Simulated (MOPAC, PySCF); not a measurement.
C2H6O, SMILES `COC`, neutral singlet in the gas phase. 

Cartesian coordinates (Å):
```xyz
9

C     -1.1695     0.0097    -0.0027
O     -0.0422    -0.7763    -0.2685
C      1.1642    -0.1073    -0.0311
H     -2.0634    -0.5948    -0.2162
H     -1.2103     0.3360     1.0579
H     -1.2015     0.9213    -0.6358
H      1.2719     0.7973    -0.6659
H      1.2631     0.2120     1.0278
H      1.9877    -0.7980    -0.2655
```
Charge 0, multiplicity 1.

All levels are single points at this geometry (B3LYP-D3(BJ)/def2-SVP); Pople sets use spherical d functions. Orbital energies aren't observables, and empty levels follow the basis.

```
level                            HOMO (eV)  LUMO (eV)  gap (eV)  dipole (D)  vertical IE, Delta-SCF (eV)
-------------------------------  ---------  ---------  --------  ----------  ---------------------------
B3LYP-D3(BJ)/def2-TZVP in PySCF      -7.21       1.01      8.22        1.19                         9.95
PBE-D3(BJ)/def2-TZVP in PySCF        -5.84       0.55      6.38        1.09                         9.71
B3LYP/6-311+G** in PySCF             -7.24       0.15      7.40        1.38                            –
B3LYP/6-31G* in PySCF                -6.86       2.52      9.38        1.21                         9.78
BP86/6-31G* in PySCF                 -5.58       1.78      7.37        1.12                            –
M06-2X/6-31G* in PySCF               -8.78       3.68     12.45        1.29                            –
PBE/6-31G* in PySCF                  -5.45       1.86      7.31        1.12                         9.53
SVWN5/6-31G* in PySCF                -5.51       1.60      7.11        1.16                         9.65
HF/3-21G in PySCF                   -11.13       7.11     18.24        1.74                            –
HF/6-31G* in PySCF                  -11.38       6.35     17.74        1.48                         8.90
HF/STO-3G in PySCF                   -9.07      15.67     24.74        1.25                            –
PM3 in MOPAC                        -10.66       3.07     13.73        1.24                            –
PM7 in MOPAC                         -9.88       2.52     12.39        1.74                            –
```
